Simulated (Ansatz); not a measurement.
The cluster SiC2 (the lowest singlet isomer of a short search), 3 atoms. Hardware: 4 threads of Arm Neoverse V1 on a shared host.

Correlated methods freeze 7 core orbitals.

(1) How many basis functions does each of these Ansatz runs have, and roughly what does it cost? PBE-D4/def2-TZVP, charge 0 quintet, relaxation, 6 steps; PBE-D4/def2-TZVP, charge 0 quintet, energy, from earlier orbitals; PBE-D4/def2-TZVPD, charge 0 singlet, energy, from earlier orbitals; MP2/def2-TZVP, charge 0 singlet, energy, from earlier orbitals; PBE-D4/def2-TZVP, charge 1 doublet at the geometry of the charge 0 singlet, energy, from earlier orbitals; PBE0-D4/def2-SVP, charge 0 unrestricted singlet, energy with a search over starts; r2SCANh-D4/def2-TZVP, charge 0 singlet, energy, from earlier orbitals; ωB97X-V/def2-TZVP, charge 0 triplet, energy, from earlier orbitals; PBE-D4/def2-TZVP, charge 0 unrestricted singlet, energy, from earlier orbitals; CCSD(T)/def2-TZVPD, charge -1 doublet at the geometry of the charge 0 singlet, energy, from earlier orbitals; r2SCAN-D4/def2-TZVP, charge 0 singlet, energy, from earlier orbitals; PBE-D4/def2-TZVP, charge 0 triplet, energy, from earlier orbitals.

## Answers

(1) Other jobs shared the machine, so times can vary by a factor of up to 3. A dash marks memory too small to be measured apart from the calling script's.

| run | functions | fitting or Cholesky vectors | wall time | peak host memory (GiB) |
| --- | --- | --- | --- | --- |
| MP2/def2-TZVP, charge 0 singlet, energy, from earlier orbitals | 99 | 608 | 0.35 s | – |
| PBE-D4/def2-TZVPD, charge 0 singlet, energy, from earlier orbitals | 117 | 623 | 0.5 s | – |
| PBE0-D4/def2-SVP, charge 0 unrestricted singlet, energy with a search over starts | 46 | 456 | 0.5 s | – |
| PBE-D4/def2-TZVP, charge 0 unrestricted singlet, energy, from earlier orbitals | 99 | 612 | 0.65 s | – |
| PBE-D4/def2-TZVP, charge 0 triplet, energy, from earlier orbitals | 99 | 612 | 0.7 s | – |
| PBE-D4/def2-TZVP, charge 0 quintet, energy, from earlier orbitals | 99 | 612 | 0.7 s | – |
| PBE-D4/def2-TZVP, charge 1 doublet at the geometry of the charge 0 singlet, energy, from earlier orbitals | 99 | 612 | 0.7 s | – |
| r2SCAN-D4/def2-TZVP, charge 0 singlet, energy, from earlier orbitals | 99 | 612 | 0.95 s | – |
| r2SCANh-D4/def2-TZVP, charge 0 singlet, energy, from earlier orbitals | 99 | 612 | 1 s | – |
| ωB97X-V/def2-TZVP, charge 0 triplet, energy, from earlier orbitals | 99 | 612 | 3.2 s | – |
| CCSD(T)/def2-TZVPD, charge -1 doublet at the geometry of the charge 0 singlet, energy, from earlier orbitals | 117 | 716 | 3.8 s | 0.7 |
| PBE-D4/def2-TZVP, charge 0 quintet, relaxation, 6 steps | 99 | 612 | 4.5 s | – |
